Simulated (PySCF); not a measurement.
Compound: C2H7O2P.
SMILES with atom numbers: `[CH3:1][P:2]([CH3:3])(=[O:4])[OH:5]` (hydrogens: H6, H7, H8 on C1; H9, H10, H11 on C3; H12 on O5)

Method used: core-valence-separated Tamm–Dancoff BHandHLYP/aug-pcX-1 (pcseg-1 on H, def2-SVPD on P) in PySCF, non-relativistic, gas phase, PBE0-D3(BJ)/def2-SVP geometry. BHandHLYP without relativity tends to put these K edges a few eV too low, so spacings mean more than positions.

Task: Give energies, oscillator strengths and core holes at the C K edge.

Result: 
```csv
E (eV),f,core hole on,main final orbital
285.77,0.0158,C1/C3,"LUMO (2 roots, f summed)"
286.42,0.0659,C1/C3,"LUMO+3 (2 roots, f summed)"
286.47,0.0629,C1/C3,"LUMO+4 (2 roots, f summed)"
287.12,0.0593,C1/C3,"spread (2 roots, f summed)"
287.25,0.0012,C1/C3,"LUMO+2 (2 roots, f summed)"
```

The first line with a tenth or more of the strongest one's intensity is at 285.77 eV (f = 0.016, sum of 2), with the hole on C1/C3 (sp3 carbon bound to phosphorus). The strongest listed is at 286.42 eV (f = 0.066, sum of 2; C1/C3).

Task: List the oxygen K-edge absorption lines.

Result: 
```json
{"E (eV)": "531.80", "f": "0.0120", "core hole on": "O4", "main final orbital": "LUMO (41 %)"}
{"E (eV)": "531.87", "f": "0.0279", "core hole on": "O4", "main final orbital": "spread"}
{"E (eV)": "532.78", "f": "0.0194", "core hole on": "O5", "main final orbital": "LUMO+2 (43 %)"}
{"E (eV)": "532.88", "f": "0.0158", "core hole on": "O4", "main final orbital": "LUMO+1 (65 %)"}
{"E (eV)": "533.03", "f": "0.0183", "core hole on": "O4", "main final orbital": "LUMO+3 (30 %)"}
{"E (eV)": "533.39", "f": "0.0011", "core hole on": "O4", "main final orbital": "LUMO (34 %)"}
{"E (eV)": "533.58", "f": "0.0006", "core hole on": "O4", "main final orbital": "LUMO+3 (32 %)"}
{"E (eV)": "534.16", "f": "0.0024", "core hole on": "O4", "main final orbital": "LUMO+5 (2 roots, f summed)"}
{"E (eV)": "534.34", "f": "0.0154", "core hole on": "O4", "main final orbital": "spread"}
{"E (eV)": "534.45", "f": "0.0383", "core hole on": "O5", "main final orbital": "spread"}
```

The first line with a tenth or more of the strongest one's intensity is at 531.80 eV (f = 0.012), with the hole on O4 (phosphoryl oxygen). The strongest listed is at 534.45 eV (f = 0.038; O5).

Roots within 0.03 eV whose holes lie on the same, on equivalent or on shared atoms are summed into one line, and the highest roots are left out, as the search may have cut off their partners. Final orbitals are the ground state's empty Kohn–Sham orbitals.

The ionisation thresholds weren't computed; near and above them a finite basis only mimics Rydberg series and continuum.

On an Arm Neoverse V1 with one thread, shared host with 32 logical CPUs at a one-minute load of 16, this took 10 s and 0.81 GiB of memory at its peak.

The values belong to the conformer `[CH3:1][P:2]([CH3:3])(=[O:4])[OH:5]`: H–O5–P2–C1 -128°.
